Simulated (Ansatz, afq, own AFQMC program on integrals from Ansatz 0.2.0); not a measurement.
# Si₃H₅ (doublet): AFQMC on the coupled-cluster ladder as a fragment species, def2-TZVP

How near does AFQMC come to the top of the ladder for Si₃H₅ (doublet)?

The runs use Ansatz 0.2.0, Gaussian basis, and an in-house AFQMC program (afq) on its integrals; all values are calculated; def2-TZVP, frozen cores.

Plan: PBE (unrestricted); CCSD(T) on UHF; r2SCAN (unrestricted); CCSD(T) on UHF; PBE0 (unrestricted); B3LYP (unrestricted); wB97M-V (unrestricted); B2PLYP (unrestricted); CCSD(T) on UHF; Phaseless AFQMC, CISD trial on UHF.

## Step 1: What is computed

The geometry is a PBE0/def2-SVP stationary point (not a proven minimum).

8 atoms, charge 0, spin multiplicity 2.

Atoms are counted from 1 here; the program's logs count them from 0.

Bond lengths: Si1–Si2 2.318 Å, Si1–Si3 2.318 Å, Si1–H4 1.510 Å, Si2–Si3 2.395 Å, Si2–H5 1.492 Å, Si2–H6 1.492 Å, Si3–H7 1.492 Å, Si3–H8 1.492 Å. Angles: Si2–Si1–Si3 62.2°, Si2–Si1–H4 103.4°, Si3–Si1–H4 103.4°, Si1–Si2–Si3 58.9°, Si1–Si2–H5 122.8°, Si1–Si2–H6 119.7°, Si3–Si2–H5 123.9°, Si3–Si2–H6 109.7°, H5–Si2–H6 111.7°, Si1–Si3–Si2 58.9°, Si1–Si3–H7 122.8°, Si1–Si3–H8 119.7°, Si2–Si3–H7 123.9°, Si2–Si3–H8 109.7°, H7–Si3–H8 111.7°.

Coordinates:

```xyz
8
H5Si3
Si   -1.28439   -0.09772   -0.54893
Si    0.83886    0.82945   -0.62043
Si    0.21567   -0.70349    1.11115
H    -1.19972   -1.24207   -1.53114
H     1.82286    0.51433   -1.69740
H     1.07619    2.18072   -0.03314
H     0.76607   -2.08489    1.23855
H     0.19140    0.00498    2.42440
```

## Step 2: PBE (unrestricted)

Contents of in.yaml:

```yaml
crystal:
  periodic: [false, false, false]
  atoms:
    - {symbol: Si, position_ang: [-1.284389, -0.097718, -0.548930]}
    - {symbol: Si, position_ang: [0.838856, 0.829451, -0.620430]}
    - {symbol: Si, position_ang: [0.215673, -0.703487, 1.111146]}
    - {symbol: H, position_ang: [-1.199723, -1.242073, -1.531138]}
    - {symbol: H, position_ang: [1.822859, 0.514331, -1.697401]}
    - {symbol: H, position_ang: [1.076188, 2.180723, -0.033137]}
    - {symbol: H, position_ang: [0.766066, -2.084889, 1.238545]}
    - {symbol: H, position_ang: [0.191399, 0.004983, 2.424396]}
basis:
  gaussian: {orbitals: def2-TZVP}
magnetization: {spin_polarized: true, initial_magnetization: 1}
hamiltonian: {xc: {name: PBE}}
output: {orbitals: {seedname: orbitals}}
```

Launch:

```
ansatz run in.yaml --threads 1 --pin off --events-out ev --progress --plain --max-ram 5120MiB --backend cpu
```

The program printed:

```text
Functional definition: PBE
  name "PBE"
  cite "Perdew, Burke & Ernzerhof, Phys. Rev. Lett. 77, 3865 (1996) doi:10.1103/PhysRevLett.77.3865"
  parent pbe
  parameter kappa = 0.804
  parameter beta = 0.06672455060314922
  exchange = pbe_x(kappa = kappa, mu = beta*pi^2/3)
  correlation = pbe_c(beta = beta)
976 factors; their error is unknown
mean field evaluation 1: about -23698.2547 eV, gradient 1.6e1 eV
mean field evaluation 2: about -23696.8947 eV, gradient 2.1e1 eV
mean field evaluation 4: about -23700.4496 eV, gradient 2.8e0 eV
mean field evaluation 8: about -23700.5118 eV, gradient 6.4e-2 eV
mean field evaluation 16: about -23700.4948 eV, gradient 2.2e-4 eV
mean field -23700.49479121 eV, -870.9771188046 hartree, gradient 6.5e-6 eV, S^2 0.755234; 0 other end points of the search recorded, 0 dependent functions left out
reference -23700.49483695 eV, -870.9771204855 hartree; 24, 23 occupied and 117, 118 virtual orbitals, 976 factors
Total energy: -23700.49483695 eV, -870.9771204855 hartree
```

Run time: 3.9 s. Hardware: 1 thread of AMD EPYC 7R13 (Zen 3), shared host; peak memory 1.7 GiB.

From the report: ⟨S²⟩ of the determinant 0.755 (pure doublet: 0.75).

## Step 3: CCSD(T) on UHF

Changes to in.yaml since step 2:

```diff
@@ -14,3 +14,2 @@
 magnetization: {spin_polarized: true, initial_magnetization: 1}
-hamiltonian: {xc: {name: PBE}}
-output: {orbitals: {seedname: orbitals}}
+correlation: {method: ccsd_t, electrons: outside_noble_gas, hamiltonian_folder: ham}
```

Launch:

```
ansatz run in.yaml --threads 1 --pin off --events-out ev --progress --plain --max-ram 15360MiB --backend cuda --devices 0, --max-vram 18GiB
```

The program printed, shortened:

```text
Functional definition: HF
  name "HF"
  cite "Fock, Z. Phys. 61, 126 (1930) doi:10.1007/BF01340294"
  parent pbe
[...]
908 factors; integrals over basis functions are off by at most 1.1e-3 eV
[...]
mean field -23664.40941970 eV, -869.6510058612 hartree, gradient 2.8e-6 eV, S^2 0.778948; 2 other end points of the search recorded, 0 dependent functions left out
determinant -23664.40941970 eV, -869.6510058612 hartree, with singles and doubles -23675.08744044 eV, -870.0434158857 hartree
determinant -23662.34032344 eV, -869.5749679761 hartree, with singles and doubles -23673.24679325 eV, -869.9757733490 hartree
determinant -23661.50308814 eV, -869.5442001463 hartree, with singles and doubles -23672.68540692 eV, -869.9551427819 hartree
15 core orbitals not correlated: weight in the atoms' cores, before any rotation towards them, 1.000 or more for the frozen orbitals, at most 0.000 for the correlated occupied ones
reference -23664.40941970 eV, -869.6510058612 hartree; 9, 8 occupied and 117, 118 virtual orbitals, 908 factors
second order -8.96828500 eV of doubles, -0.00000000 eV of singles
cycle   1  -10.53106448 eV  change   -5.3e-1 eV  update   2.4e-2
[...]
cycle  10  -10.55417233 eV  change   -1.0e-6 eV  update   1.6e-5
perturbative correction -0.49783616 eV, -0.0182951415 hartree
Total energy: -23675.46142819 eV, -870.0571596820 hartree
```

Run time: 8 s. Hardware: 1 × NVIDIA H100 80GB HBM3 with 1 thread of AMD EPYC 7R13 (Zen 3), shared host; peak host memory 1.7 GiB.

From the report: ⟨S²⟩ of the determinant 0.779 (pure doublet: 0.75); correlation -11.0520 eV; T1 0.023; largest double amplitude 0.03.

This run also writes the integrals to the folder ham.

## Step 4: r2SCAN (unrestricted)

Changes to in.yaml since step 3:

```diff
@@ -14,2 +14,2 @@
 magnetization: {spin_polarized: true, initial_magnetization: 1}
-correlation: {method: ccsd_t, electrons: outside_noble_gas, hamiltonian_folder: ham}
+hamiltonian: {xc: {name: r2SCAN}}
```

Launch:

```
ansatz run in.yaml --threads 1 --pin off --events-out ev --progress --plain --max-ram 5120MiB --backend cpu
```

The program printed:

```text
Functional definition: r2SCAN
  name "r2SCAN"
  cite "Furness, Kaplan, Ning, Perdew & Sun, J. Phys. Chem. Lett. 11, 8208 (2020) doi:10.1021/acs.jpclett.0c02405"
  cite "Furness, Kaplan, Ning, Perdew & Sun, J. Phys. Chem. Lett. 11, 9248 (2020) doi:10.1021/acs.jpclett.0c03077"
  parent r2scan
  parameter k0 = 0.174
  parameter k1 = 0.065
  parameter a1 = 4.9479
  exchange = r2scan_x(k0 = k0, k1 = k1, a1 = a1)
  correlation = r2scan_c
976 factors; their error is unknown
mean field evaluation 1: about -23708.9650 eV, gradient 1.4e1 eV
mean field evaluation 2: about -23708.4564 eV, gradient 1.7e1 eV
mean field evaluation 4: about -23710.5876 eV, gradient 2.0e0 eV
mean field evaluation 8: about -23710.6184 eV, gradient 6.4e-2 eV
mean field evaluation 16: about -23710.6013 eV, gradient 2.9e-4 eV
mean field -23710.60127595 eV, -871.3485252683 hartree, gradient 3.7e-5 eV, S^2 0.762373; 0 other end points of the search recorded, 0 dependent functions left out
reference -23710.60129292 eV, -871.3485258921 hartree; 24, 23 occupied and 117, 118 virtual orbitals, 976 factors
Total energy: -23710.60129292 eV, -871.3485258921 hartree
```

It took 8.5 s on 1 thread of AMD EPYC 7R13 (Zen 3), shared host; peak memory 1.7 GiB.

From the report: ⟨S²⟩ of the determinant 0.762 (pure doublet: 0.75).

## Step 5: CCSD(T) on UHF

Changes to in.yaml since step 4:

```diff
@@ -12,4 +12,4 @@
 basis:
-  gaussian: {orbitals: def2-TZVP}
+  gaussian: {orbitals: def2-TZVPP}
 magnetization: {spin_polarized: true, initial_magnetization: 1}
-hamiltonian: {xc: {name: r2SCAN}}
+correlation: {method: ccsd_t, electrons: outside_noble_gas}
```

Launch:

```
ansatz run in.yaml --threads 1 --pin off --events-out ev --progress --plain --max-ram 15360MiB --backend cuda --devices 0, --max-vram 18GiB
```

The program printed, shortened:

```text
Functional definition: HF
  name "HF"
  cite "Fock, Z. Phys. 61, 126 (1930) doi:10.1007/BF01340294"
  parent pbe
[...]
1112 factors; integrals over basis functions are off by at most 8.8e-4 eV
[...]
mean field -23664.43338767 eV, -869.6518866678 hartree, gradient 3.0e-6 eV, S^2 0.779033; 2 other end points of the search recorded, 0 dependent functions left out
determinant -23664.43338767 eV, -869.6518866678 hartree, with singles and doubles -23675.64523827 eV, -870.0639145777 hartree
determinant -23662.37053324 eV, -869.5760781658 hartree, with singles and doubles -23673.79835039 eV, -869.9960427001 hartree
determinant -23661.53080502 eV, -869.5452187229 hartree, with singles and doubles -23673.23618252 eV, -869.9753834120 hartree
15 core orbitals not correlated: weight in the atoms' cores, before any rotation towards them, 1.000 or more for the frozen orbitals, at most 0.000 for the correlated occupied ones
reference -23664.43338767 eV, -869.6518866678 hartree; 9, 8 occupied and 172, 173 virtual orbitals, 1112 factors
second order -9.47881930 eV of doubles, -0.00000000 eV of singles
cycle   1  -10.96169100 eV  change   -6.7e-1 eV  update   2.6e-2
[...]
cycle  10  -10.98882592 eV  change    4.1e-7 eV  update   1.7e-5
perturbative correction -0.52204077 eV, -0.0191846446 hartree
Total energy: -23675.94425437 eV, -870.0749032166 hartree
```

Wall time 9.5 s (1 × NVIDIA H100 80GB HBM3 with 1 thread of AMD EPYC 7R13 (Zen 3), shared host); peak host memory 1.7 GiB.

From the report: ⟨S²⟩ of the determinant 0.779 (pure doublet: 0.75); correlation -11.5109 eV; T1 0.023; largest double amplitude 0.03.

## Step 6: PBE0 (unrestricted)

Changes to in.yaml since step 5:

```diff
@@ -12,4 +12,5 @@
 basis:
-  gaussian: {orbitals: def2-TZVPP}
+  gaussian: {orbitals: def2-TZVP}
 magnetization: {spin_polarized: true, initial_magnetization: 1}
-correlation: {method: ccsd_t, electrons: outside_noble_gas}
+hamiltonian: {xc: {name: PBE0}}
+output: {orbitals: {seedname: orbitals}}
```

Launch:

```
ansatz run in.yaml --threads 1 --pin off --events-out ev --progress --plain --max-ram 5120MiB --backend cpu
```

The program printed:

```text
Functional definition: PBE0
  name "PBE0"
  cite "Adamo & Barone, J. Chem. Phys. 110, 6158 (1999) doi:10.1063/1.478522"
  cite "Perdew, Burke & Ernzerhof, Phys. Rev. Lett. 77, 3865 (1996) doi:10.1103/PhysRevLett.77.3865"
  parent pbe
  parameter a = 0.25
  parameter kappa = 0.804
  parameter beta = 0.06672455060314922
  exchange = (1 - a)*pbe_x(kappa = kappa, mu = beta*pi^2/3) + a*exact_x
  correlation = pbe_c(beta = beta)
1024 factors; their error is unknown
mean field evaluation 1: about -23701.6735 eV, gradient 1.1e1 eV
mean field evaluation 2: about -23701.8833 eV, gradient 1.1e1 eV
mean field evaluation 4: about -23702.6864 eV, gradient 9.3e-1 eV
mean field evaluation 8: about -23702.7936 eV, gradient 5.1e-2 eV
mean field evaluation 16: about -23702.7936 eV, gradient 8.7e-5 eV
mean field -23702.79364866 eV, -871.0616002575 hartree, gradient 8.7e-5 eV, S^2 0.759644; 0 other end points of the search recorded, 0 dependent functions left out
reference -23702.79368325 eV, -871.0616015288 hartree; 24, 23 occupied and 117, 118 virtual orbitals, 1024 factors
Total energy: -23702.79368325 eV, -871.0616015288 hartree
```

Run time: 5.5 s. Hardware: 1 thread of AMD EPYC 7R13 (Zen 3), shared host; peak memory 1.7 GiB.

From the report: ⟨S²⟩ of the determinant 0.760 (pure doublet: 0.75).

## Step 7: B3LYP (unrestricted)

Changes to in.yaml since step 6:

```diff
@@ -14,3 +14,2 @@
 magnetization: {spin_polarized: true, initial_magnetization: 1}
-hamiltonian: {xc: {name: PBE0}}
-output: {orbitals: {seedname: orbitals}}
+hamiltonian: {xc: {name: B3LYP}}
```

Launched as before.

The program printed, shortened:

```text
Functional definition: B3LYP
  name "B3LYP"
  cite "Stephens, Devlin, Chabalowski & Frisch, J. Phys. Chem. 98, 11623 (1994) doi:10.1021/j100096a001"
  cite "Becke, Phys. Rev. A 38, 3098 (1988) doi:10.1103/PhysRevA.38.3098"
  cite "Lee, Yang & Parr, Phys. Rev. B 37, 785 (1988) doi:10.1103/PhysRevB.37.785"
  cite "Vosko, Wilk & Nusair, Can. J. Phys. 58, 1200 (1980) doi:10.1139/p80-159"
[...]
1003 factors; their error is unknown
[...]
mean field -23714.44022798 eV, -871.4896041533 hartree, gradient 4.1e-5 eV, S^2 0.756538; 0 other end points of the search recorded, 0 dependent functions left out
reference -23714.44050697 eV, -871.4896144060 hartree; 24, 23 occupied and 117, 118 virtual orbitals, 1003 factors
Total energy: -23714.44050697 eV, -871.4896144060 hartree
```

Run time: 5.5 s. Hardware: 1 thread of AMD EPYC 7R13 (Zen 3), shared host; peak memory 1.7 GiB.

From the report: ⟨S²⟩ of the determinant 0.757 (pure doublet: 0.75).

## Step 8: wB97M-V (unrestricted)

Changes to in.yaml since step 7:

```diff
@@ -14,2 +14,3 @@
 magnetization: {spin_polarized: true, initial_magnetization: 1}
-hamiltonian: {xc: {name: B3LYP}}
+hamiltonian: {xc: {name: wB97M-V}}
+output: {orbitals: {seedname: orbitals}}
```

Launched as before.

The program printed, shortened:

```text
Functional definition: wB97M-V
  name "wB97M-V"
  cite "Mardirossian & Head-Gordon, J. Chem. Phys. 144, 214110 (2016) doi:10.1063/1.4952647"
  cite "Becke, J. Chem. Phys. 107, 8554 (1997) doi:10.1063/1.475007"
  cite "Vydrov & Van Voorhis, J. Chem. Phys. 133, 244103 (2010) doi:10.1063/1.3521275"
  # Of w^i u^j: cxij and so on, Table III.
[...]
  gx(w, u) = 1 - cx + cx01*u + cx10*w
  gss(w, u) = css00 + css04*u^4 + css10*w + css20*w^2 + css43*w^4*u^3
  gos(w, u) = cos00 + cos10*w + (cos20 + cos21*u)*w^2 + (cos60 + cos61*u)*w^6
[...]
      + integral(e_c_pw_mod_opposite_spin*gos(b97_w_opposite, b97_u_opposite)) + vv10(b, c)
976 factors; their error is unknown
261 factors; integrals over basis functions are off by at most 1.1e-5 eV
[...]
mean field -23710.39834584 eV, -871.3410677243 hartree, gradient 3.7e-5 eV, S^2 0.756406; 0 other end points of the search recorded, 0 dependent functions left out
reference -23710.39839889 eV, -871.3410696738 hartree; 24, 23 occupied and 117, 118 virtual orbitals, 976 factors
Total energy: -23710.39839889 eV, -871.3410696738 hartree
```

Run time: 21 s. Hardware: 1 thread of AMD EPYC 7R13 (Zen 3), shared host; peak memory 1.7 GiB.

From the report: ⟨S²⟩ of the determinant 0.756 (pure doublet: 0.75).

## Step 9: B2PLYP (unrestricted)

Changes to in.yaml since step 8:

```diff
@@ -14,3 +14,3 @@
 magnetization: {spin_polarized: true, initial_magnetization: 1}
-hamiltonian: {xc: {name: wB97M-V}}
-output: {orbitals: {seedname: orbitals}}
+hamiltonian: {xc: {name: B2PLYP}}
+correlation: {electrons: outside_noble_gas}
```

Same command.

The program printed, shortened:

```text
Functional definition: B2PLYP
  name "B2PLYP"
  cite "Grimme, J. Chem. Phys. 124, 034108 (2006) doi:10.1063/1.2148954"
  cite "Becke, Phys. Rev. A 38, 3098 (1988) doi:10.1103/PhysRevA.38.3098"
  cite "Lee, Yang & Parr, Phys. Rev. B 37, 785 (1988) doi:10.1103/PhysRevB.37.785"
[...]
908 factors; integrals over basis functions are off by at most 1.1e-3 eV
[...]
mean field -23699.27707260 eV, -870.9323684709 hartree, gradient 8.0e-6 eV, S^2 0.764785; 0 other end points of the search recorded, 0 dependent functions left out
15 core orbitals not correlated: weight in the atoms' cores, before any rotation towards them, 1.000 or more for the frozen orbitals, at most 0.000 for the correlated occupied ones
reference -23699.27724970 eV, -870.9323749795 hartree; 9, 8 occupied and 117, 118 virtual orbitals, 908 factors
second order -11.50091944 eV of doubles, -0.00000000 eV of singles
Total energy: -23702.38249795 eV, -871.0464907479 hartree
```

Wall time 9 s (1 thread of AMD EPYC 7R13 (Zen 3), shared host); peak memory 1.7 GiB.

From the report: ⟨S²⟩ of the determinant 0.765 (pure doublet: 0.75).

## Step 10: CCSD(T) on UHF

Changes to in.yaml since step 9:

```diff
@@ -12,5 +12,4 @@
 basis:
-  gaussian: {orbitals: def2-TZVP}
+  gaussian: {orbitals: "def2-QZVPP.json"}
 magnetization: {spin_polarized: true, initial_magnetization: 1}
-hamiltonian: {xc: {name: B2PLYP}}
-correlation: {electrons: outside_noble_gas}
+correlation: {method: ccsd_t, electrons: outside_noble_gas}
```

Launch:

```
ansatz run in.yaml --threads 1 --pin off --events-out ev --progress --plain --max-ram 15360MiB --backend cuda --devices 0, --max-vram 18GiB
```

The program printed, shortened:

```text
Functional definition: HF
  name "HF"
  cite "Fock, Z. Phys. 61, 126 (1930) doi:10.1007/BF01340294"
  parent pbe
[...]
2094 factors; integrals over basis functions are off by at most 8.3e-4 eV
[...]
mean field -23665.13322759 eV, -869.6776053106 hartree, gradient 2.5e-6 eV, S^2 0.780452; 2 other end points of the search recorded, 0 dependent functions left out
determinant -23665.13322759 eV, -869.6776053106 hartree, with singles and doubles -23677.08154221 eV, -870.1166977741 hartree
determinant -23663.08432956 eV, -869.6023096966 hartree, with singles and doubles -23675.23399518 eV, -870.0488016729 hartree
determinant -23662.24174746 eV, -869.5713453755 hartree, with singles and doubles -23674.67614915 eV, -870.0283012094 hartree
15 core orbitals not correlated: weight in the atoms' cores, before any rotation towards them, 1.000 or more for the frozen orbitals, at most 0.000 for the correlated occupied ones
reference -23665.13322759 eV, -869.6776053106 hartree; 9, 8 occupied and 336, 337 virtual orbitals, 2094 factors
second order -10.18033843 eV of doubles, -0.00000000 eV of singles
cycle   1  -11.49812426 eV  change   -9.5e-1 eV  update   3.1e-2
[...]
cycle  10  -11.54256454 eV  change    4.1e-6 eV  update   2.1e-5
perturbative correction -0.57902514 eV, -0.0212787815 hartree
Total energy: -23677.25481728 eV, -870.1230655151 hartree
```

Run time: 48 s. Hardware: 1 × NVIDIA H100 80GB HBM3 with 1 thread of AMD EPYC 7R13 (Zen 3), shared host; peak host memory 1.8 GiB.

From the report: ⟨S²⟩ of the determinant 0.780 (pure doublet: 0.75); correlation -12.1216 eV; T1 0.023; largest double amplitude 0.03.

## Step 11: Phaseless AFQMC, CISD trial on UHF

It reads the integrals that the CCSD(T) run on this determinant wrote.

Launch:

```
afq ham --method phaseless --trial cisd --walkers 700 --populations 10 --least-time 60 --time-step 0.005 --steps-per-block 50 --equilibration-blocks 28 --max-blocks 4000 --target-error 0.00024 --factor-cut 1e-05 --start spin_pure --seed 1026 --release-times 0.24,0.51,0.99,1.5 --release-step 0.03 --release-every 4 --taylor-order 6
```

The program printed:

```text
orbitals 126  electrons 9 8  factors 895 of 908
reference energy -869.65100586 Eh
CCSD correlation -0.38785927 Eh in 13 cycles, weight of the determinant in the CISD state 0.7888
energy of the start -870.037048 Eh
 block  time / (1/Eh)  mean weight  energy / Eh
     1     0.250  0.9985  -870.025939
     2     0.500  0.9997  -870.029023
     3     0.750  1.0002  -870.033967
     4     1.000  0.9990  -870.039286
     5     1.250  1.0001  -870.043897
     6     1.500  0.9997  -870.047710
     7     1.750  0.9997  -870.049007
     8     2.000  0.9993  -870.051964
     9     2.250  1.0001  -870.052796
    10     2.500  0.9994  -870.053105
    13     3.250  1.0001  -870.057217
    16     4.000  0.9995  -870.058063
    19     4.750  1.0005  -870.058759
    22     5.500  1.0003  -870.057901
    25     6.250  0.9998  -870.061353
    28     7.000  1.0010  -870.061257
    31     7.750  0.9984  -870.058431
    34     8.500  1.0004  -870.058388
    37     9.250  1.0000  -870.060844
    40    10.000  0.9993  -870.057904
    43    10.750  1.0001  -870.059791
    46    11.500  0.9993  -870.059530
    49    12.250  1.0006  -870.054632
    52    13.000  0.9997  -870.054556
    55    13.750  1.0006  -870.060927
    58    14.500  1.0004  -870.059562
    61    15.250  1.0006  -870.059862
    64    16.000  0.9998  -870.058683
    67    16.750  0.9995  -870.057916
    70    17.500  1.0003  -870.061274
    73    18.250  0.9993  -870.062181
    76    19.000  0.9998  -870.060799
    79    19.750  0.9987  -870.062227
    82    20.500  0.9997  -870.059281
    85    21.250  1.0011  -870.060965
    88    22.000  1.0003  -870.057800
    91    22.750  0.9999  -870.060474
    94    23.500  1.0007  -870.062391
    97    24.250  1.0006  -870.058814
   100    25.000  1.0002  -870.061203
   103    25.750  1.0000  -870.061655
   106    26.500  1.0000  -870.061911
   109    27.250  0.9993  -870.055611
   112    28.000  1.0004  -870.058109
   115    28.750  0.9999  -870.058579
   118    29.500  1.0001  -870.057665
   121    30.250  1.0003  -870.058417
   124    31.000  1.0002  -870.058221
   127    31.750  1.0005  -870.064118
   130    32.500  0.9998  -870.060722
   133    33.250  1.0001  -870.059982
   136    34.000  1.0001  -870.057548
   139    34.750  0.9999  -870.059852
   142    35.500  1.0004  -870.059648
error from the spread of 10 populations
released: time / (1/Eh)  energy / Eh  error  mean overlap
  0.24  -870.059555  0.000507  1.0008
  0.51  -870.060045  0.000401  0.9923
  0.99  -870.060853  0.000528  0.9785
  1.50  -870.061468  0.000802  0.9658
energy -870.059606 +/- 0.000428 Eh
```

Wall time 5.8 min (1 × NVIDIA H100 80GB HBM3 with 2 threads of AMD EPYC 7R13 (Zen 3), shared host); peak host memory 2.4 GiB.

Energy -23675.5280 ± 0.0116 eV. Caveats: constraint bias not in the error; error above the target.

## Step 12: All levels side by side

On the UHF determinant, counted from CCSD(T) (a yardstick, not exact):

```
                                               level  energy (eV)  from CCSD(T) (meV)  statistical error (meV)     time
                                                  HF  -23664.4094            +11052.0                                  
                                                 MP2  -23673.3777             +2083.7                                  
                                                CCSD  -23674.9636              +497.8                                  
                                             CCSD(T)  -23675.4614                 0.0                                  
Phaseless AFQMC, CISD trial, step 0.005, 700 walkers  -23675.5280               -66.6                     11.6  5.8 min
```

The functionals' totals stand on their own zeros and serve differences with other points: PBE -23700.495 eV; r2SCAN -23710.601 eV; PBE0 -23702.794 eV; B3LYP -23714.441 eV; wB97M-V -23710.398 eV; B2PLYP -23702.382 eV.

## Step 13: Outcome

| quantity | value |
| --- | --- |
| Phaseless AFQMC, CISD trial on UHF from CCSD(T) | -66.6 ± 11.6 meV |

What this shows: On UHF the phaseless walk with the CISD trial lies -66.6 meV from CCSD(T), 6 times its error bar. Error bars are statistical and leave out the constraint, the time step and what remains of the start.
